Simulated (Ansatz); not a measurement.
Mulliken charges of `CC=C=C=N` from PBE/def2-TZVPP in Ansatz (PBE0-D4/def2-TZVP geometry).

```tsv
atom	x (Å)	y (Å)	z (Å)	charge (e)
C1	-1.317	-1.071	0.283	-0.179
C2	-0.328	-0.112	0.852	-0.097
C3	0.594	0.527	0.169	-0.178
C4	1.471	1.127	-0.525	0.038
N5	2.366	1.770	-1.079	-0.149
H6	-2.337	-0.728	0.487	0.093
H7	-1.189	-1.189	-0.792	0.091
H8	-1.217	-2.049	0.765	0.093
H9	-0.393	0.058	1.929	0.103
H10	2.432	1.615	-2.085	0.185
```

By hand: the dipole of these point charges (1 e Å = 4.8032 D).

Σ q r = (-0.164, -0.174, -0.165) e Å, of length 0.291 e Å = 1.40 D.

How does the dipole of the full density compare? (Best estimate.)

The calculation gave: (-0.391, -0.350, -0.086) e Å, 2.55 D; the point charges give 0.55 times that, at 26° from its direction.

Point charges leave out the atoms' own dipoles, such as those of lone pairs, and Mulliken's split depends on the basis, so the two needn't agree.
